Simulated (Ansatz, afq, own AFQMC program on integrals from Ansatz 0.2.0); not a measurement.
# LiSe⁺, triplet: AFQMC among the cluster methods

```csv
atom,x (Å),y (Å),z (Å)
Se,0.0000,0.0000,0.0000
Li,0.0000,0.0000,2.5606
```

Basis cc-pVDZ. Noble-gas cores (and the filled d shells of Ga–Kr and In–Xe) are frozen. Ansatz 0.2.0 and our own AFQMC program on the same integrals; the CISD trial comes from CCSD amplitudes, and released means the phaseless constraint is let go. Error bars are statistical, one sigma. No spin–orbit coupling.

Determinant: UHF, the one that the program's search chose, which needn't be the lowest solution. The geometry is a PBE0/def2-TZVP stationary point of this or a neighbouring charge and spin state.

Full CI on the same integrals is exact in this basis and with this determinant's frozen core.

Cautions: no relativity below Rb; no spin-orbit coupling; inner d shell frozen; the ph-AFQMC/CISD walk drifts between its halves (2.3 errors).

* T1 diagnostic: 0.0084
* weight of the determinant in the CISD state: 0.948
* ⟨S²⟩ of the determinant: 2.009
* size of the correlated space: 6 electrons in 26 orbitals

| level | correlation energy (eV) |
| --- | --- |
| MP2 | -1.9856 |
| CCSD | -2.4292 |
| CCSD(T) | -2.4630 |

Q: Estimate where full CI lies against CCSD(T) on the same integrals.

A: 10.9 meV below CCSD(T).

Reference: full CI, correlation energy -2.474 eV. The released energy is read at 2.40 1/Eh (meV from the phaseless value at times in 1/Eh: 1.8 ± 2.4 at 0.24, -0.6 ± 2.1 at 0.51, 0.0 ± 1.8 at 0.99, -1.7 ± 2.0 at 1.62, -4.1 ± 2.4 at 2.40).

| level | E − E(reference) (meV) | share of correlation (%) |
| --- | --- | --- |
| CCSD(T) | 10.9 | 99.56 |
| CCSDT | 3.1 | 99.88 |
| CCSDT(Q) | 0.6 | 99.98 |
| ph-AFQMC/CISD | 2.2 ± 3.2 | 99.91 |
| released AFQMC | -1.9 ± 2.4 | 100.08 |

CCSDT and higher add their correlation energy to the determinant of the CCSD(T) run, since their own runs factorise the integrals more tightly (a shift of under 2 meV). A walk keeps the symmetry of its determinant, which the program's search chose and which needn't be the lowest solution, so a lower state of the same spin and another symmetry isn't excluded. Released energies are given only where the last usable release times agree within the noise; a slower fall can still hide under it.
